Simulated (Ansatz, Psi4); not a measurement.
**Predicting a hybrid from its neighbours: C4H8 (isobutene)**

C4H8: 12 atoms, total charge 0, spin state singlet. As SMILES, `C=C(C)C`. The shape is that of a PBE0-D4/def2-TZVP optimisation.

The HOMO–LUMO gap y, in eV, basis 6-31G(d); a is the functional's share of exact exchange. Programs: Ansatz 0.2.0, Psi4 1.11.

| functional | program | a | y (eV) |
| --- | --- | --- | --- |
| PBE | Psi4 | 0 | 5.66 |
| revPBE | Psi4 | 0 | 5.67 |
| B3LYP | Ansatz | 0.2 | ? |
| PBE0 | Ansatz | 0.25 | 7.88 |
| r2SCAN0 | Ansatz | 0.25 | 8.14 |
| BHLYP | Ansatz | 0.5 | 10.10 |

Q: Fit y = c + s·a to the known rows and predict B3LYP.

A: 
1. Means of the 5 rows: a = 0.2000, y = 7.490.
2. Σ(Δa)² = 0.175, Σ(Δa·Δy) = 1.565, so the slope is 1.565/0.175 = 8.9429.
3. Intercept: 7.490 − (8.9429) × 0.2000 = 5.701. The largest residual of the fit is 0.20.
4. B3LYP: 5.701 + (8.9429) × 0.2 = 7.49 eV.

The run gave 7.43 eV, so the prediction is off by +0.06 eV, within the largest residual. Exact exchange lowers occupied levels and raises empty ones. The rows mix families of semi-local functionals, which the line can't see.
